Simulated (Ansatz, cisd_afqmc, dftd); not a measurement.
System: C2H6O, charge 0, singlet. C2H6O (SMILES COC).
B3LYP-D3(BJ)/def2-TZVP minimum from Ansatz (a first-principles code):
```xyz
9

C      0.0048     1.1709    -0.2006
O      0.0068     0.0028     0.5882
C     -0.0092    -1.1727    -0.1892
H      0.0177     2.0231     0.4773
H      0.8882     1.2176    -0.8515
H     -0.8928     1.2283    -0.8310
H     -0.0065    -2.0184     0.4970
H     -0.9074    -1.2256    -0.8191
H      0.8735    -1.2363    -0.8396
```

Property: atomisation energy (electronic, to ground-state atoms), in kcal/mol. Radicals and triplets start from unrestricted determinants; spin-orbit coupling is neglected. Cores are frozen in correlated methods. Rows without X2C or -DK are non-relativistic. The Monte Carlo rows (phaseless AFQMC, CISD trial, step 0.005/hartree) carry one-sigma bars that omit the constraint's bias. Outlying blocks are dropped, and bars are widened where a walk drifts. Over all cases where full CI ran beside it in this data, AFQMC minus full CI had a median of +0.1 mEh and passed +0.4 mEh in a tenth of the cases. CBS(X,Y): correlation extrapolated as X^-3, Hartree-Fock from the larger set. A bracket is a step between two methods taken in the basis named. The functionals are non-relativistic, so their misses hold any scalar relativity. Double hybrids freeze cores in their MP2 part. '+ core + X2C': CCSD(T) terms for core correlation (cc-pwCVTZ) and scalar relativity (cc-pVTZ-DK). Where a partner has so few electrons that a lower coupled-cluster level is exact, that level stands in.

```json
[
 {"level": "CAM-B3LYP-D4/def2-TZVPD", "program": "Ansatz + dftd4", "atomisation energy (kcal/mol)": "801.9", "difference against the last row": "2.4"},
 {"level": "wB97X-V/def2-TZVPD", "program": "Ansatz", "atomisation energy (kcal/mol)": "797.6", "difference against the last row": "-1.9"},
 {"level": "B2GP-PLYP-D3(BJ)/def2-TZVPD", "program": "Ansatz + dftd3", "atomisation energy (kcal/mol)": "786.6", "difference against the last row": "-12.9"},
 {"level": "B2GP-PLYP-D4/def2-TZVPD", "program": "Ansatz + dftd4", "atomisation energy (kcal/mol)": "786.3", "difference against the last row": "-13.2"},
 {"level": "CCSDT(Q)/cc-pVDZ", "program": "Ansatz", "atomisation energy (kcal/mol)": "740.9", "difference against the last row": "-58.6"},
 {"level": "AFQMC/CISD/cc-pVTZ", "program": "cisd_afqmc", "atomisation energy (kcal/mol)": "779.7 ± 0.3", "difference against the last row": "-19.8"},
 {"level": "CCSD(T)/CBS(cc-pVTZ,cc-pVQZ) + [AFQMC/CISD - CCSD(T)]/cc-pVDZ + core + X2C", "program": "Ansatz + cisd_afqmc", "atomisation energy (kcal/mol)": "799.8 ± 0.3", "difference against the last row": "0.3"},
 {"level": "CCSD(T)/CBS(cc-pVTZ,cc-pVQZ) + [AFQMC/CISD - CCSD(T)]/cc-pVTZ + core + X2C", "program": "Ansatz + cisd_afqmc", "atomisation energy (kcal/mol)": "799.1 ± 0.3", "difference against the last row": "-0.4"},
 {"level": "CCSD(T)/CBS(cc-pVTZ,cc-pVQZ) + [CCSDT(Q) - CCSD(T)]/cc-pVDZ + core + X2C", "program": "Ansatz", "atomisation energy (kcal/mol)": "799.5", "difference against the last row": "0.0"}
]
```
